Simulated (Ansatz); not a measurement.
# C3O2: the cost of one run

All numbers are computed with the Python package of Ansatz 0.2.0. Level of theory: PBE0/6-31G*.

## 1. The structure

Bond lengths: O1–C2 1.225 Å, C2–C3 1.212 Å, C3–C4 1.192 Å, C4–O5 1.179 Å. Angles: O1–C2–C3 178.7°, C2–C3–C4 173.5°, C3–C4–O5 171.2°.

No structure file is read: the coordinates are typed or built in the script.

## 2. The script

File c3o2_freq.py:

```python
'''Harmonic frequencies of C3O2 at its relaxed geometry.'''

from dataclasses import dataclass
import itertools

import ansatz as az
from ase import Atoms
from ase.data import atomic_numbers, covalent_radii
from ase.thermochemistry import IdealGasThermo
import numpy as np


@dataclass(frozen=True)
class Settings:
    basis_set: str = '6-31G*'
    xc: str = 'pbe0'


settings = Settings()

system = (
    az.Crystal.molecule()
    .atom('O', (0.3339, -2.0581, 1.2406))
    .atom('C', (0.1365, -1.0219, 0.6175))
    .atom('C', (-0.0404, -0.0046, -0.0173))
    .atom('C', (-0.0814, 1.0173, -0.6289))
    .atom('O', (-0.2987, 1.9936, -1.2533))
)

base = (
    system.calculation()
    .basis(gaussian=settings.basis_set)
    .functional(settings.xc)
)
symbols = [site.symbol for site in system.cartesian_sites]
start = np.array([site.position_ang for site in system.cartesian_sites], dtype=float)
r = base.relax(force_tolerance=0.003, max_steps=100).run().report
end = np.array(r['positions_ang'])

# pairs closer than 1.2 times the sum of covalent radii, before or after
radius = [covalent_radii[atomic_numbers[s]] for s in symbols]
span = lambda where, i, j: np.linalg.norm(where[i] - where[j])
bonded = [(i, j) for i, j in itertools.combinations(range(len(symbols)), 2) if min(span(start, i, j), span(end, i, j)) < 1.2 * (radius[i] + radius[j])]
print('pair        before    after (A)')
for i, j in bonded:
    print(f'{symbols[i]}{i}-{symbols[j]}{j}'.ljust(10), f'{span(start, i, j):8.4f} {span(end, i, j):8.4f}')

# same settings at the minimum
minimum = az.Crystal.molecule()
for symbol, place in zip(symbols, end):
    minimum = minimum.atom(symbol, place.tolist())
vibrating = (
    minimum.calculation()
    .basis(gaussian=settings.basis_set)
    .functional(settings.xc)
    .phonons(temperatures=(100, 500, 100))
)
vib = vibrating.run().report['vibrations']
sums = vib['harmonic_sums']
modes = [m['omega_inv_cm'] for m in sums['modes_at_gamma'] if m['rigid_motion'] == 'no']
print('frequencies (1/cm):', ' '.join(f'{w:.0f}' for w in modes))
print('imaginary modes:', sum(w < 0 for w in modes), ' zero-point energy:', round(sums['zero_point_energy_ev'], 4), 'eV')
# rigid rotor and ideal gas, symmetry number taken as one
gas = IdealGasThermo(vib_energies=[w / 8065.544 for w in modes if w > 0], geometry='linear' if len(modes) == 3 * len(symbols) - 5 else 'nonlinear',
                     atoms=Atoms(symbols, positions=end), symmetrynumber=1, spin=0.0)
print(f'H(298 K) - E = {gas.get_enthalpy(298.15, verbose=False):.4f} eV')
print(f'S(298 K, 1 bar) = {96485.33 * gas.get_entropy(298.15, 1e5, verbose=False):.1f} J/(mol K) with symmetry number 1')
```

## 3. The run

The run is started by

```sh
> python c3o2_freq.py
```

Q: Estimate wall time and peak memory on 1 thread of Arm Neoverse N1, shared host.

About 83 s, with a peak of 0.25 GiB.
